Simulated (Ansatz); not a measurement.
# CH6Si: the cost of one run

Method: RKS LDA/cc-pVDZ, in Ansatz 0.2.0.

## 1. The starting structure

Bond lengths: Si1–C2 1.870 Å, C2–H3 1.110 Å, C2–H4 1.110 Å, C2–H5 1.110 Å, Si1–H6 1.460 Å, Si1–H7 1.459 Å, Si1–H8 1.459 Å. Angles: Si1–C2–H3 109.5°, Si1–C2–H4 109.5°, Si1–C2–H5 109.5°, H3–C2–H4 109.4°, H3–C2–H5 109.4°, H4–C2–H5 109.4°, C2–Si1–H6 109.5°, C2–Si1–H7 109.5°, C2–Si1–H8 109.5°, H6–Si1–H7 109.5°, H6–Si1–H8 109.5°, H7–Si1–H8 109.5°.

Structure file:

```xyz
8

Si    0.0000    0.0000    0.0000
C     0.0000    0.0000    1.8700
H    -0.9996   -0.3092    2.2405
H     0.7676   -0.7111    2.2405
H     0.2320    1.0203    2.2405
H     1.3768    0.0000   -0.4862
H    -0.6877    1.1914   -0.4862
H    -0.6877   -1.1914   -0.4862
```

## 2. Relaxing the start

Input file input.yaml:

```yaml
crystal:
  periodic: [false, false, false]
  atoms:
    - { symbol: Si, position_ang: [0.0, 0.0, 0.0] }
    - { symbol: C, position_ang: [0.0, 0.0, 1.87] }
    - { symbol: H, position_ang: [-0.9996, -0.3092, 2.2405] }
    - { symbol: H, position_ang: [0.7676, -0.7111, 2.2405] }
    - { symbol: H, position_ang: [0.232, 1.0203, 2.2405] }
    - { symbol: H, position_ang: [1.3768, 0.0, -0.4862] }
    - { symbol: H, position_ang: [-0.6877, 1.1914, -0.4862] }
    - { symbol: H, position_ang: [-0.6877, -1.1914, -0.4862] }
basis:
  gaussian: { orbitals: cc-pVDZ }
hamiltonian:
  xc: lda
relax:
  f_tol: 0.02
  max_steps: 40
output:
  orbitals: {}
```

Run with:

```console
> ansatz run input.yaml --threads 1 --pin off --max-ram 2048MiB --backend cpu --events-out ev --progress --plain --runs-dir out
```

**Question.** How long does this run take on 1 thread of Arm Neoverse V2, shared host, and how much memory does it need?

About 5.8 s, with a peak of 0.1 GiB.
